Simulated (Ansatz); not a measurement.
# UPBE/cc-pVTZ run of BF2 (SMILES F[B]F)

What is the vertical ionisation energy of BF2 at UPBE/cc-pVTZ? 

The results are computed with Ansatz 0.2.0.

39 further runs of the same task are left out: 39 set aside as unsound or not needed.

## 1. The molecule

BF2: 3 atoms, total charge 0, spin state doublet. As SMILES, `F[B]F`. The shape is that of a PBE0-D4/def2-TZVP optimisation.

Bond lengths: F1–B2 1.306 Å, B2–F3 1.306 Å. Angles: F1–B2–F3 121.1°.

## 2. The energy at UPBE/cc-pVTZ

run.yaml reads:

```yaml
basis:
  gaussian: {orbitals: cc-pVTZ}
crystal:
  periodic: [false, false, false]
  atoms:
    - {symbol: F, position_ang: [0.513100, -1.044300, 0.160000]}
    - {symbol: B, position_ang: [0.279000, 0.240500, 0.181300]}
    - {symbol: F, position_ang: [-0.802900, 0.738900, -0.354600]}
magnetization: {spin_polarized: true, initial_magnetization: 1}
hamiltonian: {xc: {name: PBE}}
accuracy: high
output: {orbitals: {seedname: orbitals}}
```

Started as:

```bash
$ ansatz run run.yaml --threads 1 --pin off --max-ram 3480MiB --events-out events.jsonl --progress --plain --runs-dir runs
```

Log:

```text
Warning: RAYON_NUM_THREADS=1 ignored (pool sized by the plan → 1); use --threads N
Functional definition: PBE
  name "PBE"
  parameter kappa = 0.804
  parameter beta = 0.06672455060314922
  exchange = pbe_x(kappa = kappa, mu = beta*pi^2/3)
  correlation = pbe_c(beta = beta)
1422 factors; integrals over basis functions are off by at most 2.9e-9 eV
mean field evaluation 1: about -6105.2136 eV, gradient 2.7e1 eV
mean field evaluation 2: about -6100.1105 eV, gradient 5.1e1 eV
mean field evaluation 4: about -6107.0413 eV, gradient 4.1e-1 eV
mean field evaluation 8: about -6107.0412 eV, gradient 2.3e-2 eV
mean field evaluation 16: about -6107.0412 eV, gradient 4.6e-7 eV
mean field -6107.04120909 eV, -224.4296249327 hartree, gradient 9.9e-8 eV, S^2 0.751887; 0 other end points of the search recorded, 0 dependent functions left out
reference -6107.04121196 eV, -224.4296250384 hartree; 12, 11 occupied and 78, 79 virtual orbitals, 1422 factors
Total energy: -6107.04121196 eV, -224.4296250384 hartree
```

It took 3.6 s on 1 thread of Arm Neoverse V2, shared host; peak memory 0.19 GiB.

## 3. The singlet cation, same level

input.yaml reads:

```yaml
crystal:
  periodic: [false, false, false]
  atoms:
    - {symbol: F, position_ang: [0.513100, -1.044300, 0.160000]}
    - {symbol: B, position_ang: [0.279000, 0.240500, 0.181300]}
    - {symbol: F, position_ang: [-0.802900, 0.738900, -0.354600]}
basis:
  gaussian: {orbitals: cc-pVTZ}
accuracy: high
output: {orbitals: {seedname: orbitals}}
hamiltonian: {xc: pbe}
total_charge: 1
```

Started as:

```bash
$ ansatz run input.yaml --threads 1 --pin off --max-ram 3480MiB --events-out events.jsonl --progress --plain --runs-dir runs
```

Log (excerpt; [...] marks lines left out):

```text
Warning: RAYON_NUM_THREADS=1 ignored (pool sized by the plan → 1); use --threads N
[... 6 set-up lines as earlier in the session ...]
1422 factors; integrals over basis functions are off by at most 2.9e-9 eV
mean field evaluation 1: about -6081.5565 eV, gradient 1.1e2 eV
mean field evaluation 2: about -5978.4226 eV, gradient 2.6e2 eV
mean field evaluation 4: about -6096.7625 eV, gradient 9.4e0 eV
mean field evaluation 8: about -6096.9072 eV, gradient 5.6e-1 eV
mean field evaluation 16: about -6096.9077 eV, gradient 4.5e-6 eV
mean field -6096.90767819 eV, -224.0572245411 hartree, gradient 2.3e-8 eV, S^2 0.000000; 0 other end points of the search recorded, 0 dependent functions left out
reference -6096.90768105 eV, -224.0572246461 hartree; 11, 11 occupied and 79, 79 virtual orbitals, 1422 factors
Total energy: -6096.90768105 eV, -224.0572246461 hartree
```

It took 2.4 s on 1 thread of Arm Neoverse V2, shared host; peak memory 0.16 GiB.

## 4. Summary of results

At UPBE/cc-pVTZ:

```
                                          quantity          value
                         doublet BF2: total energy  -224.42963 Eh
   doublet BF2: HOMO energy (highest over α and β)       -5.69 eV
    doublet BF2: LUMO energy (lowest over α and β)       -3.11 eV
                                 doublet BF2: ⟨S²⟩          0.752
                      singlet cation: total energy  -224.05722 Eh
                       singlet cation: HOMO energy      -19.18 eV
                       singlet cation: LUMO energy      -14.23 eV
                     singlet cation: HOMO–LUMO gap        4.95 eV
vertical ionisation energy (to the singlet cation)      10.134 eV
```

Removing an electron at fixed nuclei costs 10.13 eV (234 kcal/mol). Only the singlet of the ionised species was computed; a triplet could lie lower.
